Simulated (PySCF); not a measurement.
## PH3, singlet: computed properties

Level of theory: PySCF, PBE0, basis P def2-TZVP, H def2-TZVP (no relativity, density fitting).

The structure is a minimum.

```
Point group                                                                   : C3v
Bond lengths                                                                  : P–H 1.420 Å (×3)
Bond angles                                                                   : H–P–H 93.1° (×3)
Lowest empty level                                                            : 0.78 eV
Dipole moment                                                                 : 0.70 D
Atomisation energy without zero-point energy                                  : 992 kJ/mol
Rotational symmetry number                                                    : 3
Rotational constants                                                          : 4.445, 4.445, 3.936 cm⁻¹
Principal quadrupole moments (Buckingham, traceless) about the centre of mass : -2.12, 1.06, 1.06 D Å
Enthalpy at 298.15 K above 0 K                                                : 10.13 kJ/mol
Heat capacity Cp at 298.15 K                                                  : 37.0 J/(mol K)
Highest occupied level                                                        : -7.86 eV
Zero-point energy                                                             : 63.0 kJ/mol
Entropy at 298.15 K and 1 bar                                                 : 210.2 J/(mol K)
Principal polarisabilities                                                    : 25.4, 26.7, 26.7 bohr³
```

Harmonic modes (masses in u: P 30.974, H 1.008):
| symmetry | ω (cm⁻¹) | IR (km/mol, summed over degenerate members) | μ (u) |
| --- | --- | --- | --- |
| a1 | 1004 | 15.2 | 1.07 |
| e | 1135 | 19.0 | 1.03 |
| a1 | 2411 | 26.0 | 1.03 |
| e | 2423 | 109 | 1.04 |

In C3v the vibrations span 2a1 + 2e.

Charges (e):
```csv
atom,Mulliken,Löwdin,polar tensor,Mayer order to P1
P1,-0.26,-0.01,0.26,–
"H2,3,4",0.09,0.00,-0.09,0.97
```

Mulliken populations on P1: s 5.74, p 9.35, d 0.16, f 0.01.

Counting electrons, phosphorus keeps 2 of its valence electrons outside its bonds, so the VSEPR class is AX3E1 and the expected shape is trigonal pyramidal (C3v), as computed. The angle of 93° is close to 90°: the heavy centre bonds with nearly pure p orbitals and keeps its lone pair s-like.

The final relaxation and frequency run took 5.9 s on 2 threads of a shared Arm Neoverse V1 host, with 55 basis functions and 8 gradients; the process peaked at 0.72 GiB. Launch command: `OMP_NUM_THREADS=2 python axn.py task.json out`.
